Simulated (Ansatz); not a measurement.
# AlPH (sextet): the correlation ladder, cc-pVTZ

The task here is to estimate one member of a computed series from the others.

The runs use Ansatz 0.2.0, Gaussian basis; cc-pVTZ, core rule «outside noble gas», up to 10 orbitals frozen.

To be run: UHF; CCSD(T) on ROHF; CCSD(T) on UHF; BCCD(T) on ROHF; CCSDT(Q) on ROHF; CCSDT(Q) on UHF.

14 further runs of the same task are left out: 11 for a known fault of the program, 3 set aside as unsound or not needed.

### The system

The geometry is a PBE0/def2-TZVP stationary point (not a proven minimum) of the parent state, kept for this charge and spin.

3 atoms, charge 0, spin multiplicity 6.

Atoms are counted from 1 here; the program's logs count them from 0.

Bond lengths: Al1–P2 2.392 Å, P2–H3 1.430 Å. Angles: Al1–P2–H3 98.4°.

Coordinates:

| atom | x (Å) | y (Å) | z (Å) |
| --- | --- | --- | --- |
| Al1 | 0.0000 | 0.0348 | 1.3006 |
| P2 | 0.0000 | -0.0736 | -1.0887 |
| H3 | 0.0000 | 1.3304 | -1.3605 |

The first run:

Contents of in.yaml:

```yaml
crystal:
  periodic: [false, false, false]
  atoms:
    - {symbol: Al, position_ang: [0.000000, 0.034843, 1.300562]}
    - {symbol: P, position_ang: [0.000000, -0.073644, -1.088657]}
    - {symbol: H, position_ang: [0.000000, 1.330368, -1.360548]}
basis:
  gaussian: {orbitals: cc-pVTZ}
magnetization: {spin_polarized: true, initial_magnetization: 5}
hamiltonian: {xc: hf}
output: {orbitals: {seedname: orbitals}}
```

Launch:

```bash
$ ansatz run in.yaml --threads 1 --pin off --events-out ev --progress --plain --max-ram 2816MiB --backend cpu
```

Steps of the session up to this table: UHF; CCSD(T) on ROHF; CCSD(T) on UHF; BCCD(T) on ROHF; CCSDT(Q) on ROHF; CCSDT(Q) on UHF.

One of the session's tables, all rows but one given; the rest of the session is left out.

| method | from UCCSDT(Q) (meV) |
| --- | --- |
| ROHF | ? |
| UHF | +4500.8 |
| RMP2 | +974.8 |
| UMP2 | +1001.6 |
| RCCSD | +217.8 |
| UCCSD | +209.8 |
| RCCSD(T) | +43.9 |
| UCCSD(T) | +40.9 |
| BCCD(T) | +43.5 |
| RCCSDT | +11.3 |
| UCCSDT | +7.3 |
| RCCSDT(Q) | +3.8 |
| UCCSDT(Q) | 0 |

Q: Estimate the row for ROHF from the others.

As computed: from UCCSDT(Q) (meV): +4648.6. In the column «from UCCSDT(Q) (meV)» it is the highest.

Caveats from the session: Restricted and unrestricted rows rest on different reference determinants; where their highest levels disagree by more than a few hundredths of an eV, they describe different states and don't form one ladder.
